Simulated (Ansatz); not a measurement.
A made-up structure of AlBSiH6, singlet:

```
atom    x (Å)    y (Å)    z (Å)
 Al1  -1.1969   1.0762  -1.2690
  B2   0.1277   0.7183   0.3285
 Si3   0.8956  -1.0787   0.7850
  H4  -2.7654   0.8542  -1.1073
  H5  -0.6305   1.5355  -2.6855
  H6  -0.9247   0.8678   0.2119
  H7   2.2727  -1.0372   1.3516
  H8   0.8864  -2.0622  -0.3341
  H9  -0.0244  -1.6029   1.8425
```

It is relaxed with PBE-D4/def2-SVP and then PBE0-D4/def2-TZVP (Ansatz 0.2.0). Atoms count as bonded within 1.22 times the sum of their covalent radii (H–H: 0.88 Å). The end point is not checked to be a true minimum.

Question: Does its bonding change? (Judge from chemistry; the calculation decides.)

Answer: The calculation gives: Yes. Formed: none; broken: Al1–H6.

Where it ends: The first stage lowers the energy by 3.81 eV in 19 steps. It ends as AlBSiH₆ ([AlH2][BH][SiH3]):
```xyz
9
angstrom
Al -1.0866 1.3367 -1.2494
B -0.8367 -0.4724 -0.2018
Si 0.7965 -0.9612 0.8573
H -1.8112 2.5715 -0.5509
H -0.5216 1.5167 -2.7273
H -1.6681 -1.3383 -0.2515
H 1.6471 0.1924 1.2639
H 1.6033 -1.7954 -0.0876
H 0.5178 -1.7791 2.0708
```

Labels in which every atom is bracketed show which atoms are joined, not bond orders.

For scale, one of the runs: PBE0-D4/def2-TZVP relaxation, 141 basis functions, launched by `ansatz run in.yaml --threads 2 --pin off --events-out ev --progress --plain --max-ram 4352MiB`. Hardware: 2 CPU threads of an Arm Neoverse V1, shared host. Wall time about 48 s.
